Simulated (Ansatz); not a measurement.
Basis sets compared for BN2. The state is a doublet with charge 0. Geometry r2SCAN-D4/def2-TZVP. Ansatz on 4 threads of Arm Neoverse V2 on a shared host; times are rough, and most runs start from earlier orbitals.

Cartesian coordinates in Å:
```
B 0.466 -0.603 -0.350
N 0.025 0.737 -0.232
N -0.491 -0.134 0.582
```

The structure comes from a short search, and lower isomers may exist.

Binding counts from free atoms (B doublet, N quartet) in the same basis, without a counterpoise term.

| level | functions | energy (Eh) | HOMO (eV) | LUMO (eV) | binding per atom (eV) | wall time |
| --- | --- | --- | --- | --- | --- | --- |
| PBE-D4/def2-SVP | 42 | -133.9429 | -6.10 | -4.36 | 3.88 | 0.3 s |
| PBE-D4/def2-TZVP (with forces) | 93 | -134.0948 | -6.25 | -4.48 | 3.81 | 0.55 s |
| r2SCAN-D4/def2-TZVP | 93 | -134.1779 | -6.45 | -3.78 | 3.44 | 1.1 s |
| PBE0-D4/def2-SVP | 42 | -133.9408 | -7.66 | -3.33 | 3.57 | 0.3 s |
| PBE0-D4/def2-TZVP | 93 | -134.0928 | -7.73 | -3.42 | 3.51 | 1.1 s |

Q: Estimate the rows for PBE-D4/def2-TZVPD, r2SCAN-D4/def2-TZVPD, PBE0-D4/def2-TZVPD.

A: 
```json
{"level": "PBE-D4/def2-TZVPD", "functions": "111", "energy (Eh)": "-134.0955", "HOMO (eV)": "-6.29", "LUMO (eV)": "-4.51", "binding per atom (eV)": "3.82", "wall time": "0.6 s"}
{"level": "r2SCAN-D4/def2-TZVPD", "functions": "111", "energy (Eh)": "-134.1784", "HOMO (eV)": "-6.48", "LUMO (eV)": "-3.81", "binding per atom (eV)": "3.44", "wall time": "1.3 s"}
{"level": "PBE0-D4/def2-TZVPD", "functions": "111", "energy (Eh)": "-134.0934", "HOMO (eV)": "-7.76", "LUMO (eV)": "-3.45", "binding per atom (eV)": "3.51", "wall time": "0.7 s"}
```
